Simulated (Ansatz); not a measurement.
# C2H2OS (SMILES O=C=CS): single points off equilibrium

An exercise on one series of results from a longer session: the logs are not shown, and one member is left open.

The runs use Ansatz 0.2.0, Gaussian basis; single points in def2-TZVPP.

Correlated methods freeze the cores.

1 further run of the same task is left out (it didn't finish).

### The system as given

SMILES `O=C=CS`, 6 atoms, charge 0, spin multiplicity 1.

Atoms are counted from 1 here; the program's logs count them from 0.

Bond lengths: O1–C2 1.178 Å, C2–C3 1.338 Å, C3–S4 1.925 Å, C3–H5 1.121 Å, S4–H6 1.321 Å. Angles: O1–C2–C3 167.6°, C2–C3–S4 109.2°, C2–C3–H5 121.1°, S4–C3–H5 126.9°, C3–S4–H6 89.9°.

Geometry (Å):

```xyz
6
C2H2OS
O    -0.60023   -2.23174    0.07865
C    -0.09311   -1.17512    0.19761
C     0.61276   -0.04465    0.08437
S    -0.43606    1.26639   -0.85739
H     1.50452    0.14876    0.73511
H    -0.98076    1.64793    0.28435
```

The first run:

run/in.yaml

```yaml
crystal:
  periodic: [false, false, false]
  atoms:
    - {symbol: O, position_ang: [-0.600234, -2.231737, 0.078646]}
    - {symbol: C, position_ang: [-0.093112, -1.175124, 0.197605]}
    - {symbol: C, position_ang: [0.612760, -0.044648, 0.084367]}
    - {symbol: S, position_ang: [-0.436061, 1.266394, -0.857387]}
    - {symbol: H, position_ang: [1.504515, 0.148762, 0.735110]}
    - {symbol: H, position_ang: [-0.980763, 1.647933, 0.284351]}
basis:
  gaussian: {orbitals: def2-TZVPP}
hamiltonian: {xc: pbe, dispersion: d4}
output: {forces: true}
```

Command:

```bash
> ansatz run in.yaml --threads 2 --pin off --events-out ev --progress --plain --max-ram 3481MiB
```

Steps of the session up to this table: PBE-D4/def2-TZVPP; r2SCAN-D4/def2-TZVPP; PBE0-D4/def2-TZVPP; wB97M-V/def2-TZVPP; CCSD(T)/def2-TZVPP.

One of the session's tables, all rows but one given; the rest of the session is left out.

| method | RMS force component (eV/Å) | angle to CCSD(T) forces (°) | dipole (D) |
| --- | --- | --- | --- |
| PBE-D4 | 0.823 | 17.1 | 1.71 |
| r2SCAN-D4 | 0.942 | 11.2 | 1.79 |
| PBE0-D4 | ? | ? | ? |
| wB97M-V | 1.067 | 14.8 | 1.77 |
| CCSD(T) | 0.882 | reference | 1.70 |

**Question.** Estimate the row for PBE0-D4.

As computed: RMS force component (eV/Å): 1.081; angle to CCSD(T) forces (°): 15.1; dipole (D): 1.82. In the column «RMS force component (eV/Å)» it is the highest.
